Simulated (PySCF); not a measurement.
# ClH4PSi: the cost of one run

The runs use PySCF 2.14.0, with density-fitted response routines of our own; the level of theory stands in each step. All values are computed, except where a source is named. Atoms count from 0, in the outputs and in this text.

## Step 1: The molecule as given

7 atoms, charge 0, multiplicity 1; geometry from: GFN2-xTB. The atoms were then displaced at random by about 0.01 Å, so the start is not that level's minimum.

Bonds of the start (Å): P0–Si1 2.27, Si1–Cl2 2.02, P0–H3 1.36, P0–H4 1.38, Si1–H5 1.47, Si1–H6 1.46.

## Step 2: Relaxing the molecule at PBE0-D3(BJ)/def2-SVP

Job settings and geometry (Å):

```
{"job": {"xc": "PBE0", "basis": "def2-SVP", "d3": "d3bj", "grid": 1, "shake": 0.01, "kind": "geom"}, "charge": 0, "multiplicity": 1}
P      1.355720    -0.178120    -0.671320
Si    -0.766620     0.212130     0.027030
Cl    -1.938980    -1.259250    -0.718170
H      1.593670    -1.244550     0.139830
H      1.905780     0.718220     0.217130
H     -1.201820     1.500800    -0.528180
H     -0.913800     0.221670     1.483760
```

Command:

```bash
OMP_NUM_THREADS=1 python probes_run.py task.json out
```

One launch serves the whole session: the jobs run in the order shown.

Q: Estimate the wall time and peak memory of this first job on 1 thread of Arm Neoverse V2, shared host.

About 14 s, with a peak of 0.33 GiB.
